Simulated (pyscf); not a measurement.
This saddle point was located with ωB97X-D3(BJ)/def2-SVP in PySCF.

```xyz
5

F      0.2377    -0.0262     0.4337
C     -1.0556    -0.0247     0.4665
H     -1.6907    -1.1833     0.4981
F     -1.6942    -1.6433    -0.5010
H     -1.4166     0.7523    -0.2402
```

Surface: singlet, charge 0. Lowest wavenumbers (cm⁻¹): 931i, 240, 543, 1073, 1119.

Question: What reaction is this the transition state of?

Answer: :HC–F (SMILES [CH]F) [singlet] + HF (SMILES F) <-> F–CH₂–F (SMILES FCF), an insertion read from left to right: F–H broken and C–H, C–F formed. At CCSD(T)/def2-TZVPP + ΔMP2(QZVPP) it lies +0.09 eV from the left side and +3.65 eV from the right (each side as separated species at their lowest minima found). On the reactant side the descent ends in a bound adduct, 0.46 eV under the separated species and 0.38 eV under the saddle at ωB97X-D3(BJ)/def2-TZVP. At ωB97X-D3(BJ) the barrier from the zero used here is -0.08 eV. One saddle was located; it need not be the lowest between these sides. A restricted singlet here is unstable towards spin polarisation, as is usual where a triplet lies low; its energy is less safe. The CCSD(T) − MP2 part came from Ansatz, without density fitting, on the same reference.
